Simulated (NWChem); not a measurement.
System: hydrogen isocyanide (CHN); SMILES [NH+]#[C-]

Program: NWChem. Pople sets run with spherical d functions. All runs use the structure optimised with PBE0/def2-SVP. Total energies compare along this basis series because the functional is fixed.

```tsv
level	basis functions	energy (Ha)	highest occupied level (eV)	orbital gap (eV)	dipole (D)
B3LYP/STO-3G	11	-92.1624	-6.08	9.95	2.64
B3LYP/3-21G	20	-92.8826	-8.17	9.23	3.03
B3LYP/6-31G*	30	-93.3934	(withheld)	9.23	(withheld)
B3LYP/6-31+G*	38	-93.4028	-8.96	8.95	3.07
B3LYP/def2-SVP	33	-93.3303	-8.59	9.07	3.13
B3LYP/def2-SVPD	48	-93.3366	-8.84	8.87	3.09
B3LYP/def2-TZVP	68	-93.4414	-8.95	9.03	3.08
B3LYP/6-311++G**	51	-93.4315	-9.00	8.60	3.07
B3LYP/aug-cc-pVTZ	115	-93.4403	-9.00	8.52	3.05
```

### Question
Complete the blanks.

### Answer

- B3LYP/6-31G*, highest occupied level (eV): -8.45
- B3LYP/6-31G*, dipole (D): 2.96
